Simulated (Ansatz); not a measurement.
`OCF` → `[CH2]F`• + `[OH]`•  (homolysis of the C–O bond)

Isolated molecules relaxed with PBE0-D4/def2-TZVP in Ansatz; ΔE leaves out vibrations. CBS: MP2 limit from def2 TZ/QZ plus the TZ coupled-cluster correction, frozen cores. This one scheme is used for every species. DFT in def2-TZVPP. Open shells (•) are unrestricted, without spin–orbit coupling. One conformer a species, not always the lowest.

Task: What is ΔE at CCSD(T)/CBS? (Best estimate.)

Result: Ansatz gave: +458.1 kJ/mol.

Task: What do these levels give: PBE0-D4, r2SCANh-D4, PBE-QIDH, PBE, BHLYP, HF/def2-SVP, CCSD/def2-SVP, MP2/def2-TZVPP, CCSD/def2-TZVPP, SCS-MP2/def2-QZVPP, MP2/CBS(def2), CCSD/CBS(def2)? (Best estimate.)

Result: Computed: PBE0-D4 444.7, r2SCANh-D4 426.9, PBE-QIDH 450.9, PBE 457.2, BHLYP 411.4, HF/def2-SVP 308.1, CCSD/def2-SVP 432.8, MP2/def2-TZVPP 477.0, CCSD/def2-TZVPP 433.7, SCS-MP2/def2-QZVPP 471.2, MP2/CBS(def2) 489.0, CCSD/CBS(def2) 445.6 kJ/mol.

Largest T1 diagnostic among the species: 0.015.

At CCSD(T), def2-SVP lies −17.3 kJ/mol from the extrapolated value and def2-TZVPP −12.0 kJ/mol: correlation converges slowly with the basis, and small sets miss more of it in the bonded molecule than in its fragments. From BLYP to BHLYP (50 % exact exchange), in def2-TZVPP and without D4, ΔE moves by −18.6 kJ/mol: exact exchange takes away binding that semilocal exchange gives to molecules.
